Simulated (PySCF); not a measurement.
# C2H8Si (SMILES CC[SiH3]): levels of theory compared

Wanted: a comparison of 5 runs (HF/STO-3G, HF/def2-SVP, B3LYP/def2-SVP, TPSS/pcseg-1, MP2/6-31+G*) of C2H8Si. The job is set up through a Python script.

The results are computed with PySCF 2.14.0.

**1. Starting point**

C2H8Si has 11 atoms, charge 0, and is taken as a singlet. As SMILES, `CC[SiH3]`. The coordinates come from a PBE0-D4/def2-TZVP relaxation.

Bond lengths: C1–C2 1.526 Å, C2–Si3 1.876 Å, C1–H4 1.093 Å, C1–H5 1.093 Å, C1–H6 1.093 Å, C2–H7 1.095 Å, C2–H8 1.095 Å, Si3–H9 1.489 Å, Si3–H10 1.489 Å, Si3–H11 1.489 Å. Some angles: C1–C2–Si3 113.4°, C1–C2–H7 110.5°, C1–C2–H8 110.5°, Si3–C2–H7 108.1°, Si3–C2–H8 108.1°, C2–C1–H4 111.6°, C2–C1–H5 111.4°, C2–C1–H6 111.4°, C2–Si3–H9 110.4°, C2–Si3–H10 110.4°.

**2. Energy and gradient at HF/STO-3G (run 1)**

Input file input.py:

```python
from pyscf import gto

mol = gto.M(
    atom='''
C     -0.823500     1.066900    -0.423600
C     -0.543200    -0.415600    -0.195700
Si     1.152600    -0.749700     0.534600
H     -1.817400     1.227700    -0.849000
H     -0.097100     1.509100    -1.110400
H     -0.771600     1.630900     0.511400
H     -0.623600    -0.969900    -1.137000
H     -1.293700    -0.848800     0.474400
H      1.294200    -0.066500     1.850500
H      2.217400    -0.232700    -0.369400
H      1.371100    -2.208500     0.734800
''',
    verbose=4,
    charge=0,
    max_memory=1860,
    basis='sto-3g',
)

mf = mol.RHF()
mf.conv_tol = 1e-10
mf.kernel()
if not mf.converged:
    mf = mf.newton().run(mf.mo_coeff, mf.mo_occ)

etot = mf.e_tot
print('E(%s) = %.9f' % ('HF', etot))
grad = mf.nuc_grad_method().kernel()
dip = mf.dip_moment()
pop, q = mf.mulliken_pop()
```

On the command line:

```sh
OMP_NUM_THREADS=1 python input.py
```

Standard output:

```text
PySCF version 2.14.0

[... 61 lines left out ...]
converged SCF energy = -365.080777153051
[... 12 lines left out ...]
Dipole moment(X, Y, Z, Debye): -0.16101, -0.07410, -0.06154
 ** Mulliken pop  **
pop of  0 C 1s            1.99203
pop of  0 C 2s            1.18347
pop of  0 C 2px           1.01519
pop of  0 C 2py           0.97091
pop of  0 C 2pz           1.01227
pop of  1 C 1s            1.99217
pop of  1 C 2s            1.22467
pop of  1 C 2px           1.09211
pop of  1 C 2py           0.95277
pop of  1 C 2pz           1.01652
pop of  2 Si 1s           1.99961
pop of  2 Si 2s           1.98736
pop of  2 Si 3s           1.18360
pop of  2 Si 2px          1.96459
pop of  2 Si 2py          1.96464
pop of  2 Si 2pz          1.96474
pop of  2 Si 3px          0.72459
pop of  2 Si 3py          0.76261
pop of  2 Si 3pz          0.75756
pop of  3 H 1s            0.94500
pop of  4 H 1s            0.94748
pop of  5 H 1s            0.94749
pop of  6 H 1s            0.95383
pop of  7 H 1s            0.95385
pop of  8 H 1s            1.16435
pop of  9 H 1s            1.16434
pop of  10 H 1s           1.16225
 ** Mulliken atomic charges  **
charge of    0C =     -0.17387
charge of    1C =     -0.27824
charge of    2Si =      0.69070
charge of    3H =      0.05500
charge of    4H =      0.05252
charge of    5H =      0.05251
charge of    6H =      0.04617
charge of    7H =      0.04615
charge of    8H =     -0.16435
charge of    9H =     -0.16434
charge of   10H =     -0.16225
```

Wall time 1.5 s (1 thread of Intel Xeon at 2.70GHz, shared host); peak memory 0.12 GiB.

**3. Energy and gradient at HF/def2-SVP (run 2)**

Input file start.xyz:

```xyz
11

C     -0.823500     1.066900    -0.423600
C     -0.543200    -0.415600    -0.195700
Si     1.152600    -0.749700     0.534600
H     -1.817400     1.227700    -0.849000
H     -0.097100     1.509100    -1.110400
H     -0.771600     1.630900     0.511400
H     -0.623600    -0.969900    -1.137000
H     -1.293700    -0.848800     0.474400
H      1.294200    -0.066500     1.850500
H      2.217400    -0.232700    -0.369400
H      1.371100    -2.208500     0.734800
```

Input file calc.py:

```python
import pyscf.grad
from pyscf import gto, scf

mol = gto.Mole()
mol.atom = 'start.xyz'
mol.basis = 'def2-svp'
mol.max_memory = 1860
mol.verbose = 4
mol.build()

calc0 = scf.RHF(mol)
calc0.conv_tol = 1e-10
calc0.kernel()
if not calc0.converged:
    calc0 = calc0.newton().run(calc0.mo_coeff, calc0.mo_occ)

e_final = calc0.e_tot
print(f'total energy: {e_final:.8f} hartree')
grad = calc0.Gradients().kernel()
dip = calc0.dip_moment()
pop, q = calc0.mulliken_pop()
```

On the command line:

```sh
OMP_NUM_THREADS=1 python calc.py
```

Standard output:

```text
PySCF version 2.14.0

[... 65 lines left out ...]
converged SCF energy = -369.175997564106
total energy: -369.17599756 hartree
[... 11 lines left out ...]
Dipole moment(X, Y, Z, Debye): -0.73143,  0.11828, -0.31326
[... 59 lines left out ...]
pop of  5 H 2px           0.00407
pop of  5 H 2py           0.00706
pop of  5 H 2pz           0.01415
pop of  6 H 1s            0.74830
pop of  6 H 2s            0.16467
pop of  6 H 2px           0.00514
pop of  6 H 2py           0.00652
pop of  6 H 2pz           0.01424
pop of  7 H 1s            0.74826
pop of  7 H 2s            0.16471
pop of  7 H 2px           0.01134
pop of  7 H 2py           0.00514
pop of  7 H 2pz           0.00941
pop of  8 H 1s            0.74699
pop of  8 H 2s            0.39396
pop of  8 H 2px           0.00069
pop of  8 H 2py           0.00243
pop of  8 H 2pz           0.00767
pop of  9 H 1s            0.74700
pop of  9 H 2s            0.39395
pop of  9 H 2px           0.00537
pop of  9 H 2py           0.00162
pop of  9 H 2pz           0.00380
pop of  10 H 1s           0.74677
pop of  10 H 2s           0.39361
pop of  10 H 2px          0.00084
pop of  10 H 2py          0.00929
pop of  10 H 2pz          0.00075
 ** Mulliken atomic charges  **
charge of    0C =     -0.04674
charge of    1C =     -0.39789
charge of    2Si =      0.66531
charge of    3H =      0.03836
charge of    4H =      0.03670
charge of    5H =      0.03671
charge of    6H =      0.06114
charge of    7H =      0.06115
charge of    8H =     -0.15174
charge of    9H =     -0.15174
charge of   10H =     -0.15126
```

Wall time 6 s (1 thread of Intel Xeon at 2.70GHz, shared host); peak memory 0.17 GiB.

Run 3 isn't shown in full; the table further down has it.

**4. Energy and forces at TPSS/pcseg-1 (run 4)**

Input file mol.xyz:

```xyz
11
C2H8Si
C     -0.823500     1.066900    -0.423600
C     -0.543200    -0.415600    -0.195700
Si     1.152600    -0.749700     0.534600
H     -1.817400     1.227700    -0.849000
H     -0.097100     1.509100    -1.110400
H     -0.771600     1.630900     0.511400
H     -0.623600    -0.969900    -1.137000
H     -1.293700    -0.848800     0.474400
H      1.294200    -0.066500     1.850500
H      2.217400    -0.232700    -0.369400
H      1.371100    -2.208500     0.734800
```

Input file calc.py:

```python
# CC[SiH3]
from pyscf import gto, dft

molecule = gto.Mole()
molecule.atom = 'mol.xyz'
molecule.basis = 'pcseg-1'
molecule.max_memory = 1860
molecule.verbose = 4
molecule.charge = 0
molecule.spin = 0
molecule.build()

mf = dft.RKS(molecule, xc='tpss')
mf.grids.level = 5
mf.conv_tol = 1e-10
mf.kernel()
if not mf.converged:
    mf = mf.newton().run(mf.mo_coeff, mf.mo_occ)

etot = mf.e_tot
print('E(%s) = %.9f' % ('TPSS', etot))
grad = mf.nuc_grad_method().kernel()
mf.analyze()
```

On the command line:

```sh
OMP_NUM_THREADS=1 python calc.py
```

Standard output:

```text
PySCF version 2.14.0

[... 98 lines left out ...]
Two-electron Energy =                  248.945035058349276
[... 9 lines left out ...]
MO #6   energy= -3.47889678263925  occ= 2
[... 7 lines left out ...]
MO #14  energy= -0.325021300438503 occ= 2
[... 7 lines left out ...]
MO #22  energy= 0.0797860715157988 occ= 0
[... 7 lines left out ...]
MO #30  energy= 0.251966775517482  occ= 0
[... 7 lines left out ...]
MO #38  energy= 0.498240791224027  occ= 0
[... 7 lines left out ...]
MO #46  energy= 0.713223278666282  occ= 0
[... 7 lines left out ...]
MO #54  energy= 1.3349565594159    occ= 0
[... 7 lines left out ...]
MO #62  energy= 1.91770295349592   occ= 0
[... 7 lines left out ...]
MO #70  energy= 2.14208033542098   occ= 0
[... 7 lines left out ...]
MO #78  energy= 2.61046543337896   occ= 0
[... 7 lines left out ...]
MO #86  energy= 3.32290617678429   occ= 0
[... 61 lines left out ...]
pop of  5 H 2py           0.00033
pop of  5 H 2pz           0.00063
pop of  6 H 1s            0.89201
pop of  6 H 2s            0.00919
pop of  6 H 2px           0.00016
pop of  6 H 2py           0.00028
pop of  6 H 2pz           0.00062
pop of  7 H 1s            0.89203
pop of  7 H 2s            0.00919
pop of  7 H 2px           0.00050
pop of  7 H 2py           0.00020
pop of  7 H 2pz           0.00036
pop of  8 H 1s            1.09568
pop of  8 H 2s            0.00338
pop of  8 H 2px           0.00004
pop of  8 H 2py           0.00054
pop of  8 H 2pz           0.00200
pop of  9 H 1s            1.09568
pop of  9 H 2s            0.00338
pop of  9 H 2px           0.00133
pop of  9 H 2py           0.00031
pop of  9 H 2pz           0.00094
pop of  10 H 1s           1.09163
pop of  10 H 2s           0.00339
pop of  10 H 2px          0.00007
pop of  10 H 2py          0.00243
pop of  10 H 2pz          0.00005
 ** Mulliken atomic charges  **
charge of    0C =     -0.26415
charge of    1C =     -0.37717
charge of    2Si =      0.47597
charge of    3H =      0.09240
charge of    4H =      0.08916
charge of    5H =      0.08915
charge of    6H =      0.09774
charge of    7H =      0.09772
charge of    8H =     -0.10163
charge of    9H =     -0.10163
charge of   10H =     -0.09758
Dipole moment(X, Y, Z, Debye): -0.76960,  0.13278, -0.33017
```

Run time: 59 s. Hardware: 1 thread of Intel Xeon at 2.70GHz, shared host; peak memory 0.87 GiB.

**5. Energy and forces at MP2/6-31+G(d) (spherical functions) (run 5)**

Input file job.py:

```python
from pyscf import gto, mp

mol = gto.Mole()
mol.atom = '''
C   -0.823500   1.066900  -0.423600
C   -0.543200  -0.415600  -0.195700
Si   1.152600  -0.749700   0.534600
H   -1.817400   1.227700  -0.849000
H   -0.097100   1.509100  -1.110400
H   -0.771600   1.630900   0.511400
H   -0.623600  -0.969900  -1.137000
H   -1.293700  -0.848800   0.474400
H    1.294200  -0.066500   1.850500
H    2.217400  -0.232700  -0.369400
H    1.371100  -2.208500   0.734800
'''
mol.basis = '6-31+g*'
mol.max_memory = 1860
mol.spin = 0
mol.charge = 0
mol.verbose = 4
mol.build()

myscf = mol.RHF()
myscf.conv_tol = 1e-10
myscf.kernel()
if not myscf.converged:
    myscf = myscf.newton().run(myscf.mo_coeff, myscf.mo_occ)

pt = mp.MP2(myscf, frozen=7).run()
e_final = pt.e_tot
print('E(%s) = %.9f' % ('MP2', e_final))
grad = pt.nuc_grad_method().kernel()
myscf.analyze()
```

On the command line:

```sh
OMP_NUM_THREADS=1 python job.py
```

Standard output:

```text
PySCF version 2.14.0

[... 86 lines left out ...]
One-electron Energy =                 -731.827158868804872
[... 8 lines left out ...]
MO #4   energy= -6.11413514933351  occ= 2
[... 6 lines left out ...]
MO #11  energy= -0.612691035118114 occ= 2
[... 6 lines left out ...]
MO #18  energy= 0.0641906490214876 occ= 0
[... 6 lines left out ...]
MO #25  energy= 0.141170330062503  occ= 0
[... 6 lines left out ...]
MO #32  energy= 0.257089925247233  occ= 0
[... 6 lines left out ...]
MO #39  energy= 0.491539270727098  occ= 0
[... 6 lines left out ...]
MO #46  energy= 0.858751049957921  occ= 0
[... 6 lines left out ...]
MO #53  energy= 1.07814779351772   occ= 0
[... 6 lines left out ...]
MO #60  energy= 1.39103866194315   occ= 0
[... 6 lines left out ...]
MO #67  energy= 2.2741148010824    occ= 0
[... 6 lines left out ...]
MO #74  energy= 2.98268204917246   occ= 0
[... 49 lines left out ...]
pop of  2 Si 4px          0.01168
pop of  2 Si 4py          0.00958
pop of  2 Si 4pz          0.01029
pop of  2 Si 5px          0.00079
pop of  2 Si 5py          0.00106
pop of  2 Si 5pz          0.00087
pop of  2 Si 3dxy         0.00443
pop of  2 Si 3dyz         0.00890
pop of  2 Si 3dz^2        0.00968
pop of  2 Si 3dxz         0.01164
pop of  2 Si 3dx2-y2      0.01541
pop of  3 H 1s            0.90504
pop of  3 H 2s            0.00717
pop of  4 H 1s            0.91003
pop of  4 H 2s            0.00683
pop of  5 H 1s            0.91005
pop of  5 H 2s            0.00682
pop of  6 H 1s            0.90322
pop of  6 H 2s            0.00656
pop of  7 H 1s            0.90324
pop of  7 H 2s            0.00656
pop of  8 H 1s            1.13927
pop of  8 H 2s            0.00112
pop of  9 H 1s            1.13927
pop of  9 H 2s            0.00112
pop of  10 H 1s           1.13523
pop of  10 H 2s           0.00104
 ** Mulliken atomic charges  **
charge of    0C =     -0.24893
charge of    1C =     -0.39838
charge of    2Si =      0.62986
charge of    3H =      0.08779
charge of    4H =      0.08314
charge of    5H =      0.08313
charge of    6H =      0.09022
charge of    7H =      0.09020
charge of    8H =     -0.14039
charge of    9H =     -0.14039
charge of   10H =     -0.13627
Dipole moment(X, Y, Z, Debye): -0.74503,  0.09994, -0.31757
```

It took 18 s on 1 thread of Intel Xeon at 2.70GHz, shared host; peak memory 0.41 GiB.

**6. Overview of the runs**

```
run                              level  integration grid  frozen core orbitals  energy (Eh)  dipole moment (D) of the reference  HOMO energy (eV)  LUMO energy (eV)  wall time
  1                          HF/STO-3G                 –                     –  -365.080777                                0.19            -10.03             13.82      1.5 s
  2                        HF/def2-SVP                 –                     –  -369.175998                                0.80            -11.72              4.28        6 s
  3                     B3LYP/def2-SVP                 5                     –  -370.389460                                0.85             -8.30              0.99       37 s
  4                       TPSS/pcseg-1                 5                     –  -370.531350                                0.85             -7.42              0.33       59 s
  5  MP2/6-31+G* (spherical functions)                 –                     7  -369.647861                                0.82            -11.69              1.75       18 s
```

**7. What came out**

```
                                          quantity          value
                               run 5: total energy  -369.64786 Eh
       run 5: dipole moment (Hartree–Fock density)         0.82 D
        run 5: HOMO energy (Hartree–Fock orbitals)      -11.69 eV
        run 5: LUMO energy (Hartree–Fock orbitals)        1.75 eV
      run 5: HOMO–LUMO gap (Hartree–Fock orbitals)       13.43 eV
run 5: correlation energy (7 core orbitals frozen)     -345.0 mEh
                   run 5: largest force on an atom     0.312 eV/Å
```

**Reading.** Over runs 1, 2, 3, 4 the dipole moment (its size) runs from 0.19 D (HF/STO-3G) to 0.85 D (B3LYP/def2-SVP). The two ends differ in method and basis. Over runs 1, 2, 3, 4 the HOMO–LUMO gap runs from 7.75 eV (TPSS/pcseg-1) to 23.85 eV (HF/STO-3G). Totals of different functionals can't be ranked against each other. In run 1 the basis is minimal, so the values are rough. All runs together took 2 min, the longest 59 s.
